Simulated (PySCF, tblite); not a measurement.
**C4H10N2: geometry, infrared bands and NMR shifts**

Aim: predict the infrared bands and NMR shifts of C4H10N2 (`CN1CCCN1`).

The runs use tblite 0.8.0 and PySCF 2.14.0, with density-fitted response routines of our own; the level of theory stands in each step. All values are computed, except where a source is named. Atoms count from 0, in the outputs and in this text.

### Step 1. The molecule as given

16 atoms, charge 0, multiplicity 1; geometry from: force field or distance geometry start.

Bonds of the start (Å): C0–N1 1.48, N1–C2 1.47, C2–C3 1.53, C3–C4 1.52, C4–N5 1.46, N5–N1 1.45, C0–H6 1.09, C0–H7 1.09, C0–H8 1.09, C2–H9 1.09, C2–H10 1.09, C3–H11 1.09, C3–H12 1.11, C4–H13 1.10, C4–H14 1.09, N5–H15 1.01.

### Step 2. Relaxing the molecule with GFN2-xTB

The job: settings as JSON, then the geometry in Å.

```
{"job": {"kind": "relax", "xc": "GFN2-xTB", "basis": "xTB"}, "charge": 0, "multiplicity": 1}
C      2.082000    -0.006600    -0.235000
N      0.647300     0.290900    -0.429800
C      0.034100     0.698600     0.839400
C     -1.445700     0.438400     0.568700
C     -1.457200    -0.638100    -0.498100
N     -0.052700    -0.922100    -0.789700
H      2.251700    -0.791000     0.501500
H      2.532200    -0.310800    -1.178100
H      2.609400     0.894400     0.092600
H      0.361200     0.098400     1.693200
H      0.208800     1.755500     1.057800
H     -1.949800     1.333200     0.217200
H     -1.958000     0.097000     1.497300
H     -1.959700    -0.264000    -1.405300
H     -1.975100    -1.534700    -0.173600
H      0.064000    -1.130100    -1.769400
```

On the command line:

```console
OMP_NUM_THREADS=1 python probes_run.py task.json out
```

One launch serves the whole session: the jobs run in the order shown.

**Question.** This job is followed by: GFN2-xTB harmonic vibrations, gas phase; GIAO PBE0/pcSseg-1 NMR shielding, non-relativistic, gas phase. Predict these results of the whole session: strongest single infrared mode (GFN2-xTB); zero-point energy (GFN2-xTB); ¹³C shifts against TMS (PBE0/pcSseg-1); ¹H shifts against TMS (PBE0/pcSseg-1, means over atoms taken as alike); ¹⁵N shifts against NH3 (PBE0/pcSseg-1).

**Answer**, as computed:

| quantity | value |
| --- | --- |
| strongest single infrared mode (GFN2-xTB) | 3016 cm⁻¹, 84 km/mol |
| zero-point energy (GFN2-xTB) | 89.4 kcal/mol |
| ¹³C shifts against TMS (PBE0/pcSseg-1) | 57.6, 47.2, 44.9, 28.3 ppm |
| ¹H shifts against TMS (PBE0/pcSseg-1, means over atoms taken as alike) | 3.02, 2.85, 2.76, 2.44, 1.90 ppm |
| ¹⁵N shifts against NH3 (PBE0/pcSseg-1) | 122.7, 107.7 ppm |

In words: Relaxing lowered the energy by 0.265 eV in 142 steps; the close pair that moved most is C3–C4, from 1.516 to 1.545 Å. All 42 modes are real, so the xTB geometry is a minimum. Unscaled tight-binding wavenumbers are off by several per cent, some by more. Its intensities can rank the bands wrongly.
